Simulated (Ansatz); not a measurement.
The cluster P₄⁺. Charge 1, multiplicity 2. Geometry PBE-D4/def2-TZVP; atoms count from 1.

Cartesian coordinates in Å:
```
P -0.173 0.042 -0.402
P -0.008 0.693 1.636
P -0.943 0.221 -2.220
P 1.123 -0.956 0.987
```

Another isomer (doublet) lies 1.75 eV lower at PBE0-D4/def2-TZVP; other spin states weren't run for this one.

Q: Estimate the Mulliken populations from the PBE0/def2-TZVP orbitals of Ansatz.

A: 
```csv
atom,charge (e),spin (α − β)
P1,0.22,-0.14
P2,0.28,0.10
P3,0.22,0.94
P4,0.28,0.10
```
Mulliken values depend strongly on the basis.

Q: Where does the spin sit?

A: Summed by element: P 1.00, of 1 unpaired in all. Largest on single atoms: P3 0.94, P1 -0.14, P4 0.10.

Q: And the Mayer bond orders between heavy atoms (over 0.3)?

A: P1–P2 1.09 (2.15 Å); P1–P3 1.93 (1.98 Å); P1–P4 1.09 (2.15 Å); P2–P4 1.70 (2.10 Å).
